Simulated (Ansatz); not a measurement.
Ideal-gas functions of BF₄− (`F[B-](F)(F)F`) at 600 K and 1 bar, from an Ansatz frequency run at PBE0-D4/def2-TZVPD.

Molar mass 86.8 g/mol, point group Td (symmetry number 12), electronic degeneracy 1, moments of inertia 100.12, 100.121, 100.122 u Å². Harmonic wavenumbers (cm⁻¹, unscaled): 343, 343, 513, 513, 513, 762, 1088, 1088, 1088.

Use S(trans) = R[1.5 ln M + 2.5 ln T − 1.1517]; rotational temperatures θ = 24.2544 K / I; S(rot) = R[ln(√π/σ · √(T³/θAθBθC)) + 1.5]; for each mode x = 1.438777 ν̃/T, S = R[x/(eˣ − 1) − ln(1 − e⁻ˣ)] and H = RT x/(eˣ − 1); 1 cm⁻¹ = 0.0119627 kJ/mol; R = 8.31446 J/(mol·K).

Problem. By hand: the entropy, in J/(mol·K).

Solution. Translation 179.1. Rotation: θ = 0.2423, 0.2423, 0.2422 K, giving 94.0. Vibration, mode by mode: 10.17, 10.17, 7.10, 7.10, 7.10, 4.37, 2.36, 2.36, 2.36, in all 53.1. Electronic 0.0. Sum 326.2 J/(mol·K).

Problem. By hand: H − E and G − E in kJ/mol, counted from the electronic energy.

Solution. Zero-point energy ½ × 6251 × 0.0119627 = 37.4; thermal vibration 18.9; translation, rotation and pV give 4 RT = 20.0. H − E = 76.3 kJ/mol, and G − E = 76.3 − 600 × 326.2/1000 = -119.4 kJ/mol.

Vibration gives 16 % of the entropy.
